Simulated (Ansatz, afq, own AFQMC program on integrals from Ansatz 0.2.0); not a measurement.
# GeH₂O, singlet: AFQMC among the cluster methods

```xyz
4

Ge    0.0000   -0.0372    0.2649
O     0.0000    0.1176   -1.1346
H     0.0000    1.5438    0.5053
H     0.0000   -0.7327   -1.5830
```

Connectivity, by distances: GeH–OH.

Basis cc-pVDZ. Only valence electrons are correlated. AFQMC by an in-house program on the Cholesky factors that Ansatz 0.2.0 writes for its CCSD(T) run. ph-AFQMC/CISD is guided by a CISD state made of CCSD amplitudes; releasing the constraint for a short imaginary time cuts its bias at the price of noise, slowly where states lie close. Free AFQMC starts from the CCSD state and is never constrained. Its projection time is finite, and what remains of the start isn't in its error. Error bars are statistical, one sigma. No spin–orbit coupling.

Determinant: RHF, the one that the program's search chose, which needn't be the lowest solution. The geometry is a point of a scan.

No full CI on the walks' own integrals is used here; CCSDT(Q) serves as the reference and is uncertain by about the last step of the cluster series.

Cautions: no relativity below Rb; no spin-orbit coupling; inner d shell frozen.

The T1 diagnostic is 0.0132. The weight of the determinant in the CISD state is 0.892. The size of the correlated space is 12 electrons in 36 orbitals.

Reference: CCSDT(Q), correlation energy -7.972 eV. The released energy is read at 2.40 1/Eh (meV from the phaseless value at times in 1/Eh: -14 ± 16 at 0.24, -15 ± 12 at 0.51, -2 ± 11 at 0.99, -13 ± 17 at 1.62, 26 ± 17 at 2.40).

```csv
level,E − E(reference) (kcal/mol),share of correlation (%)
HF,183.85,0.00
MP2,17.78,90.33
CCSD,4.52,97.54
CCSD(T),0.71,99.61
CCSDT,0.42,99.77
ph-AFQMC/HF,-1.46 ± 1.21,100.80
ph-AFQMC/CISD,0.01 ± 0.24,99.99
released AFQMC,0.61 ± 0.40,99.67
free AFQMC,-0.33 ± 0.40,100.18
```

Free projections are given only where their last times agree within the noise and don't stop above the reference; a slow remainder of the start can still hide under it. A walk keeps the symmetry of its determinant, which the program's search chose and which needn't be the lowest solution, so a lower state of the same spin and another symmetry isn't excluded. Released energies are given only where the last usable release times agree within the noise; a slower fall can still hide under it.
